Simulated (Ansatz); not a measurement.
Start from `C=C=C(C)Cl` and change one atom or group to get `C=C=C(F)Cl`.

Ansatz, PBE0-D4/def2-TZVP geometries, multiplicity 1. 

```tsv
property	`C=C=C(C)Cl`
HOMO–LUMO gap (PBE/def2-TZVPP) / eV	4.34
LUMO energy (B3LYP/def2-TZVPP) / eV	-0.79
HOMO energy (PBE0/def2-TZVPP) / eV	-7.09
zero-point energy (PBE0-D4/def2-TZVP) / kJ/mol	197.9
LUMO energy (ωB97M-V/def2-TZVPP) / eV	1.59
HOMO energy (B3LYP/def2-TZVPP) / eV	-6.88
```

Task: What does the change do to each property? (Estimate.)

Result: Ansatz gave: 
| property | `C=C=C(F)Cl` | shift |
| --- | --- | --- |
| HOMO–LUMO gap (PBE/def2-TZVPP) / eV | 4.01 | -0.33 |
| LUMO energy (B3LYP/def2-TZVPP) / eV | -1.33 | -0.54 |
| HOMO energy (PBE0/def2-TZVPP) / eV | -7.37 | -0.28 |
| zero-point energy (PBE0-D4/def2-TZVP) / kJ/mol | 104.4 | -93.5 |
| LUMO energy (ωB97M-V/def2-TZVPP) / eV | 1.08 | -0.51 |
| HOMO energy (B3LYP/def2-TZVPP) / eV | -7.16 | -0.28 |

With PBE0 the HOMO falls by 0.28 eV and the LUMO falls by 0.55 eV, so the gap narrows by about 0.27 eV. PBE moves the HOMO by -0.20 eV and ωB97M-V by -0.29 eV. The zero-point energy changes by -93.5 kJ/mol with -9 modes.

B3LYP here is the variant with VWN-RPA as its local correlation; programs differ in this.
